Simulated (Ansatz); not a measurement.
# SrCo2P2: experiment and calculation

**The experiment to reproduce.**

From “Near-room-temperature ferromagnetic ordering in the pressure-induced collapsed-tetragonal phase in SrCo2P2”, 2024, arxiv:2411.05981, for a bulk crystal of SrCo2P2 at 300 K: lattice constant a 3.7943 ± 0.0002 Å; lattice constant c 11.6119 ± 0.001 Å.

The results are compared with them further down.

Method: DFT PBEsol, scalar-relativistic, plane waves, PAW (Ansatz 0.2.0).

Settings: cutoff 420 eV, Γ-centred mesh 14×14×14 on the computed 5-atom cell, Gaussian smearing of 0.10 eV; collinear spin from starting moments 0 0.35 0.35 0 0 μB.

Relaxed structure, symmetry kept:

```cif
data_structure
_symmetry_space_group_name_H-M 'P 1'
_symmetry_Int_Tables_number 1
_cell_length_a 6.3012
_cell_length_b 6.3012
_cell_length_c 6.3012
_cell_angle_alpha 145.633
_cell_angle_beta 145.633
_cell_angle_gamma 49.392
_cell_volume 79.36
loop_
_atom_site_label
_atom_site_type_symbol
_atom_site_fract_x
_atom_site_fract_y
_atom_site_fract_z
_atom_site_occupancy
Sr1 Sr 0.00000 0.00000 0.00000 1
Co1 Co 0.75000 0.25000 0.50000 1
Co2 Co 0.25000 0.75000 0.50000 1
P1 P 0.35034 0.35034 0.00000 1
P2 P 0.64966 0.64966 0.00000 1
```

- Space group: I4/mmm (No. 139)
- Volume per atom: 15.87 Å³
- Formation energy from the elements' standard states (uncorrected): -0.911 eV/atom
- Kohn–Sham band gap: none (metal)
- Density of states at the Fermi level: 3.18 states/eV per cell
- Löwdin character within 0.5 eV of the Fermi level: Co 3d 58 %, P 3p 26 %, unprojected 11 %
- Bulk modulus: 90 GPa
- Its pressure derivative: 3.0
- Bader charges (e): Sr (1 in the cell) 1.32, Co (2 in the cell) 0.04, P (2 in the cell) -0.70
- Total moment: 0.65 μB per cell
- Site moments (μB; atoms counted from 1 over the whole cell): Co (atom 2) 0.32, Co (atom 3) 0.32

Only this magnetic start was tried.

A measured lattice constant a of SrCo2P2 is 3.7943 Å (300 K; the paper above); the calculated 3.723 Å misses it by -1.9 %. A measured lattice constant c of SrCo2P2 is 11.6119 Å (300 K; the paper above); the calculated 11.450 Å misses it by -1.4 %. The calculation is for 0 K without zero-point motion.

Cost: 7 runs of about 42 core-minutes in all, on Arm Neoverse V2 (shared hosts).